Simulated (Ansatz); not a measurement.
Two isomers of C3H6O: A = `C1COC1`, B = `OC1CC1`.

Computed with Ansatz on PBE0-D4/def2-TZVP structures; ΔE is electronic, products minus reactants. CCSD(T)/CBS adds triple-zeta CCSD(T) − MP2 to the extrapolated MP2 energy (def2 sets, frozen cores). Functionals use def2-TZVPP. B3LYP here is the variant with VWN-RPA as its local correlation; programs differ in this. Each species was taken in one conformer, which may not be the lowest.

A:

Z-matrix (Å, degrees):
```
C
C 1 1.531
C 1 1.532 2 84.4
H 1 1.089 2 115.0 3 -115.0
H 1 1.089 2 115.8 3 116.0
O 2 1.434 1 91.9 3 2.2
H 2 1.094 1 116.1 3 117.7
H 2 1.095 1 115.4 3 -113.0
H 3 1.095 1 116.1 2 -117.7
H 3 1.095 1 115.4 2 113.0
```

B:

```xyz
10

O     1.4247    0.8984   -0.3442
C     0.5800   -0.2035   -0.2328
C    -0.5065   -0.1940    0.7953
C    -0.8244    0.0050   -0.6635
H     2.0395    0.8803    0.3941
H     1.0418   -1.1600   -0.4689
H    -0.7839   -1.1279    1.2685
H    -0.5663    0.6806    1.4314
H    -1.3253   -0.7882   -1.2034
H    -1.0797    1.0094   -0.9764
```

**Question.** Which isomer does CCSD(T)/CBS put lower? Give the gap. (An estimate is asked.)

**Answer.** The calculation gave: B, by 4.7 kcal/mol.

**Question.** Give E(B) − E(A) in kcal/mol with PBE0-D4, r2SCAN-D4, HF/def2-TZVPP, BLYP-D4, LDA (SPW92), B3LYP-D4, B2PLYP. (Estimate.)

**Answer.** The calculation gave: PBE0-D4 -5.2, r2SCAN-D4 -6.0, HF/def2-TZVPP -3.2, BLYP-D4 -3.7, LDA (SPW92) -6.5, B3LYP-D4 -4.3, B2PLYP -4.7. None reverses the order clearly.

**Question.** Does the order hold for the free energy at 298.15 K (harmonic terms from PBE0-D4)? (Estimate.)

**Answer.** Computed: Yes: G(B) − G(A) = -5.2 kcal/mol, for one conformer each. Modes under 60 cm⁻¹, often nearly free rotors, make the harmonic entropy too high.

Largest T1 diagnostic: 0.010.

In def2-TZVPP, CCSD(T) changes the Hartree–Fock value by −0.8 kcal/mol (the triples alone add −0.0 kcal/mol) and MP2 by −2.9 kcal/mol. Leaving LDA and LC-ωPBE aside and taking each functional with its dispersion term where it has one, the values, not all of them listed here, spread over 2.6 kcal/mol, from r2SCAN0-D4 to BLYP-D4. LDA lies −1.4 kcal/mol from PBE without D4.
